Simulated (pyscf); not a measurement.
Elementary routes open to H₃Si–GaH–AsH₂ (SMILES [SiH3][GaH][AsH2]) in the gas phase (singlet surface):
A. Ga–AsH₂ (SMILES [Ga][AsH2]) [singlet] + SiH₄ (SMILES [SiH4]) (Ga–Si, Ga–H broken; H–Si formed)
B. HGa=AsH (SMILES [GaH]=[AsH]) + SiH₄ (SMILES [SiH4]) (As–H, Ga–Si broken; H–Si formed)
C. H₃Si–Ga=AsH (SMILES [SiH3][Ga]=[AsH]) + H₂ (SMILES [H][H]) (Ga–H, As–H broken; H–H formed)

Structures and frequencies: ωB97X-D3(BJ)/def2-SVP in PySCF.

Task: Rank the routes by free-energy barrier at 900 K, lowest first, for ωB97M-D3(BJ)/def2-TZVP energies (ideal gas, 1 atm, RRHO with modes under 100 cm⁻¹ raised to 100, one conformer, R ln 2 for chiral ones without a mode under 150 cm⁻¹).

Result: A (37.3 kcal/mol), C (52.2 kcal/mol), B (53.4 kcal/mol)

Route A is the fastest of these, ahead of the next by 14.9 kcal/mol. The most stable products are those of A (ΔG = -14.2 kcal/mol), so kinetics and thermodynamics agree. At 298 K A is still the fastest. A: On the product side the descent ends in a complex (not fully relaxed), 6.1 kcal/mol under the separated species and 26.0 kcal/mol under the saddle at ωB97X-D3(BJ)/def2-TZVP. B: On the product side the descent ends in a complex, 5.0 kcal/mol under the separated species and 28.8 kcal/mol under the saddle at ωB97X-D3(BJ)/def2-TZVP. Only these routes are compared; each barrier is that of the saddle found, and lower ones may exist. Elements up to Kr have no core potential and no relativistic terms here.
